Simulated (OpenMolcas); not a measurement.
**C2H4Cl2 (1,2-dichloroethane): B3PW91/def2-SVPD (RICD fitting, fitting threshold 1e-06)**

What is the energy change on altering one bond length of C2H4Cl2 (1,2-dichloroethane) at B3PW91/def2-SVPD (RICD fitting, fitting threshold 1e-06)? 

The results are computed with OpenMolcas 26.06.

## 1. The molecule

The species is C2H4Cl2 (8 atoms), meant as a singlet with charge 0. SMILES: `ClCCCl`. Geometry: relaxed at PBE0-D4/def2-TZVP. This is one conformer, not always the lowest.

Bond lengths: Cl1–C2 1.776 Å, C2–C3 1.504 Å, C3–Cl4 1.776 Å, C2–H5 1.091 Å, C2–H6 1.089 Å, C3–H7 1.091 Å, C3–H8 1.089 Å. Some angles: Cl1–C2–C3 112.5°, C2–C3–Cl4 112.5°, Cl1–C2–H5 107.0°, Cl1–C2–H6 107.4°, C3–C2–H5 109.3°, C3–C2–H6 111.2°, C2–C3–H7 109.3°, C2–C3–H8 111.2°, Cl4–C3–H7 107.0°, Cl4–C3–H8 107.4°.

## 2. The energy at B3PW91/def2-SVPD (RICD fitting, fitting threshold 1e-06)

job.input

```
&GATEWAY
  BasLib=$CurrDir
  Coord
  8
  angstrom
  Cl      -2.043530       0.146710      -0.469250
  C       -0.462920       0.562090       0.226000
  C        0.627600      -0.371560      -0.222240
  Cl       0.432340      -2.010930       0.432390
  H       -0.226170       1.575680      -0.101920
  H       -0.570340       0.551100       1.309740
  H        1.589520       0.001780       0.133100
  H        0.653500      -0.454880      -1.307840
  Basis=def2-SVPD
  Group=NoSym
  RICD
  CDThreshold=1e-06

&SEWARD

&SCF
  KSDFT=HYB_GGA_XC_B3PW91
  PrOrbitals=1 1
```

The basis set def2-SVPD is read from a file made from the Basis Set Exchange's data (not shown).

Launch:

```sh
$ export MOLCAS_MEM=1860
$ pymolcas job.input > job.log
```

What it wrote:

```text
--- Start Module: gateway ---
[...]
--- Stop Module: gateway /rc=_RC_ALL_IS_WELL_ ---
--- Start Module: seward ---
[...]
      Basis functions          126
--- Stop Module: seward /rc=_RC_ALL_IS_WELL_ ---
[...]
--- Start Module: scf ---
[...]
       Convergence after  11 Iterations
[...]
::    Total KS-DFT energy                            -998.5886638591
[...]
      Total spin, S                                     0.0000000000
[...]
      Total electronic charge=   50.000000
      Total            charge=   -0.000000
[...]
      Dipole Moment (debye):
      Origin of the operator (angstrom)=   -0.5400   -0.6249   -0.0124
                   X=  1.7995E+00               Y=  2.0821E+00               Z=  4.1172E-02           Total=  2.7523E+00
      Quadrupole Moment (debye*angstrom):
[...]
--- Stop Module: scf /rc=_RC_ALL_IS_WELL_ ---
[...]
```

It took 12 s on 1 thread of Arm Neoverse V2, shared host; peak memory 0.093 GiB.

## 3. The distorted shape

job.input

```
* C2H4Cl2 Kohn-Sham DFT
&gateway
baslib
$CurrDir
coord
8
angstrom
Cl      -1.882397       0.163195      -2.094894
C       -0.301787       0.578575      -1.399644
C        0.788733      -0.355075      -1.847884
Cl       0.593473      -1.994445      -1.193254
H       -0.065037       1.592165      -1.727564
H       -0.570340       0.551100       1.309740
H        1.750653       0.018265      -1.492544
H        0.814633      -0.438395      -2.933484
basis
def2-SVPD
group
NoSym
ricd
cdthreshold
1e-06
&seward
&scf
ksdft
HYB_GGA_XC_B3PW91
prorbitals
1 1
```

The basis set def2-SVPD is read from a file made from the Basis Set Exchange's data (not shown).

Launch:

```sh
$ export MOLCAS_MEM=1860
$ pymolcas job.input > job.log
```

What it wrote:

```text
--- Start Module: gateway ---
[...]
--- Stop Module: gateway /rc=_RC_ALL_IS_WELL_ ---
--- Start Module: seward ---
[...]
      Basis functions          126
--- Stop Module: seward /rc=_RC_ALL_IS_WELL_ ---
[...]
--- Start Module: scf ---
[...]
       Convergence after  15 Iterations
[...]
::    Total KS-DFT energy                            -998.3892098780
[...]
      Total spin, S                                     0.0000000000
[...]
      Total electronic charge=   50.000000
      Total            charge=   -0.000000
[...]
      Dipole Moment (debye):
      Origin of the operator (angstrom)=   -0.3806   -0.6085   -1.6213
                   X=  1.3935E+00               Y=  1.6283E+00               Z= -1.7668E+00           Total=  2.7775E+00
      Quadrupole Moment (debye*angstrom):
[...]
--- Stop Module: scf /rc=_RC_ALL_IS_WELL_ ---
[...]
```

Wall time 15 s (1 thread of Arm Neoverse V2, shared host); peak memory 0.093 GiB.

## 4. Summary of results

At B3PW91/def2-SVPD (RICD fitting, fitting threshold 1e-06):

| quantity | value |
| --- | --- |
| first shape: total energy | -998.58866 Eh |
| first shape: dipole moment | 2.75 D |
| first shape: HOMO energy | -8.35 eV |
| first shape: LUMO energy | -0.03 eV |
| first shape: HOMO–LUMO gap | 8.32 eV |
| distorted shape: total energy | -998.38921 Eh |
| distorted shape: dipole moment | 2.78 D |
| distorted shape: HOMO energy | -6.94 eV |
| distorted shape: LUMO energy | -4.44 eV |
| distorted shape: HOMO–LUMO gap | 2.50 eV |
| energy change with the C2–H6 bond stretched from 1.089 to 2.723 Å | 5.427 eV |

What this shows: One bond (distorted shape) is far stretched, which a spin-restricted single reference describes badly; a broken-symmetry solution may lie lower. With the C2–H6 bond stretched from 1.089 to 2.723 Å the energy rises by 5.43 eV (125 kcal/mol). The first shape isn't relaxed at this level, so the change isn't measured from a minimum. A restricted reference can't describe the breaking bond well at this length. Mulliken charges (first shape) run from -0.36 on Cl1 to +0.14 on H5; in a basis this large or diffuse they mean little. Mulliken charges (distorted shape) run from -0.37 on Cl4 to +0.15 on H8; in a basis this large or diffuse they mean little.
